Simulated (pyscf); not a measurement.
This saddle point was located with ωB97X-D3(BJ)/def2-SVP in PySCF.

```xyz
12

Si    -0.8685     0.3207     0.4199
Cl    -0.0014     0.6295     2.7540
N      0.0332    -0.1653    -0.9641
N     -1.9768    -0.9684     0.7210
N     -1.3524     1.9476     0.1040
H      0.6829     0.4831    -1.3955
H      0.3384    -1.1282    -1.0543
H     -2.5819    -1.3400    -0.0049
H     -2.3607    -1.0990     1.6495
H     -1.8238     2.2120    -0.7556
H     -1.5757     2.5671     0.8740
H      0.3272     0.8562     4.1475
```
Charge 0, spin multiplicity 2.

Surface: doublet, charge 0. Lowest wavenumbers (cm⁻¹): 444i, 90, 98, 157, 225.

What reaction is this the transition state of?

H₂N–Si(NH₂)(NH₂)–Cl (SMILES N[Si](N)(N)Cl) + H• (SMILES [H]) <-> H₂N–Si•(NH₂)–NH₂ (SMILES N[Si](N)N) + HCl (SMILES Cl), an atom transfer read from left to right: Cl–Si broken and Cl–H formed. At ωB97M-D3(BJ)/def2-TZVP it lies +1.16 eV from the left side and +0.42 eV from the right (each side as separated species at their lowest minima found). On the product side the descent ends in a complex (not fully relaxed), 0.20 eV under the separated species and 0.61 eV under the saddle at ωB97X-D3(BJ)/def2-TZVP. This is the saddle that the search found; another between the same sides may lie lower. The angle at the transferred Cl is 173°.
